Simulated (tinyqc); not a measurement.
Orbital energy against energy difference: ionisation energy by orbital energies and by energy differences in the cc-pvdz basis, for H2O, spin multiplicity 1. Computed by the program tinyqc with PySCF. The cation is unrestricted; errors are against CCSD(T) in this basis, not against experiment.

Geometry (angstrom):
```
atom,x,y,z
O,0.0000,0.0000,0.0000
H,0.0000,0.7210,0.5790
H,0.0000,-0.7210,0.5790
```

CCSD(T) difference in the same basis = 12.1173 eV

IP-EOM-CCSD = 11.9600 eV

First vertical ionisation energy (eV):
```
method,-e(HOMO),E(cation) - E,error of -e(HOMO),error of the difference
HF,13.507,10.91104,1.390,-1.206
LDA,6.304,12.80627,-5.813,0.689
PBE,6.205,12.45225,-5.912,0.335
B3LYP,7.924,12.48746,-4.193,0.370
PBE0,8.295,12.36975,-3.822,0.252
CAM-B3LYP,9.822,12.48197,-2.296,0.365
LC-wPBE,11.295,12.53272,-0.822,0.415
```

What does the comparison show, and why?

Koopmans errs by +1.39 eV and Delta-HF by -1.21 eV: relaxation, 2.60 eV, lowers the value and the missing correlation difference works against it. The PBE level is off by -5.9 eV through the wrong tail of its potential, though its energy difference is off by +0.33 eV; exact exchange deepens the level, and among the orbital energies LC-wPBE comes closest; among the differences PBE0 does.
